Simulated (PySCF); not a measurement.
C₅H₇O (doublet state).
SMILES with atom numbers: `[OH:1][CH2:2][CH2:3][C:4]1=[C:5][CH2:6]1` (hydrogens: H7 on O1; H8, H9 on C2; H10, H11 on C3; H12, H13 on C6)

Cartesian coordinates in Å at the GFN2-xTB level; atoms count from 1:
```xyz
13
C5H7O angstrom
O     -1.9891    0.4042    1.0940
C     -1.6817   -0.3608   -0.0391
C     -0.3966    0.1162   -0.7411
C      0.7628   -0.0579    0.1294
C      1.4428   -0.3511    1.1821
C      2.3297    0.1717    0.1141
H     -1.2491    0.3452    1.7108
H     -2.5326   -0.2491   -0.7151
H     -1.5746   -1.4231    0.2235
H     -0.5027    1.1752   -1.0007
H     -0.2571   -0.4537   -1.6650
H      2.7037    1.1880    0.1622
H      2.9401   -0.5044   -0.4728
```

The hyperfine couplings belong to this conformer and change with its torsions.

Method: UKS B3LYP, pcH-1 on C H O, non-relativistic, mean-field spin-orbit, GIAO (PySCF). One conformer (not necessarily the lowest) at the GFN2-xTB geometry, without solvent, vibrations or thermal averaging. A GFN2-xTB geometry isn't a minimum of the functional, and hyperfine couplings can be far from their values at a DFT geometry. No stability test was run, so a lower SCF solution isn't excluded.

Problem. What is the g tensor, term by term?

Solution. 
```json
{"Δg (ppm)": "relativistic mass correction", "1": "-160", "2": "-160", "3": "-160"}
{"Δg (ppm)": "gauge correction", "1": "6", "2": "21", "3": "5"}
{"Δg (ppm)": "orbital Zeeman/spin–orbit", "1": "-720", "2": "566", "3": "1867"}
{"Δg (ppm)": "total", "1": "-874", "2": "427", "3": "1712"}
```

So g = 2.00145, 2.00275, 2.00403 and g_iso = 2.00274; the tensor is rhombic: the two nearest values differ by 50 % of g3 − g1. Axes: g2 points within 9° of the C5–C6 bond.

Problem. What effective moment and Curie constant follow for a powder?

Solution. With the mean of g² = 4.0110 and S(S+1) = 0.75: μ_eff = √(⟨g²⟩S(S+1)) = 1.734 μB and χT = 0.12505·⟨g²⟩·S(S+1) = 0.376 cm³ K/mol (cgs; spin-Hamiltonian part alone).

Problem. What are the electron Larmor frequencies g μB B/h along the three axes at 340 mT?

Solution. 9.5243, 9.5305, 9.5366 GHz for g1, g2 and g3, a range of 12.3 MHz.

Problem. At 94.146 GHz, how far is the centre of the isotropic spectrum from where a free electron (g = 2.002319) resonates?

Solution. B = hν/(g μB) with μB/h = 13.99624 MHz/mT gives 3359.36 mT for the free electron and 3358.66 mT at g_iso, 0.71 mT lower.

Problem. In a frozen sample, at which fields do the three g values resonate at 9.5, 34, 94 and 263 GHz (hyperfine left aside), and which band first spreads them over more than twice a line width of 0.5 mT?

Solution. 
| band | GHz | B(g3) mT | B(g2) mT | B(g1) mT | spread mT |
| --- | --- | --- | --- | --- | --- |
| X | 9.5 | 338.69 | 338.91 | 339.13 | 0.44 |
| Q | 34.0 | 1212.17 | 1212.95 | 1213.73 | 1.57 |
| W | 94.0 | 3351.29 | 3353.44 | 3355.62 | 4.33 |
| J | 263.0 | 9376.48 | 9382.49 | 9388.59 | 12.12 |

The spread grows in proportion to the frequency. Q band is the first where it exceeds 1.0 mT.

The Mulliken spin populations are largest on C5 (+0.66) and C6 (+0.32).

The HOMO–LUMO gaps are 6.80 eV among the α and 3.70 eV among the β orbitals.
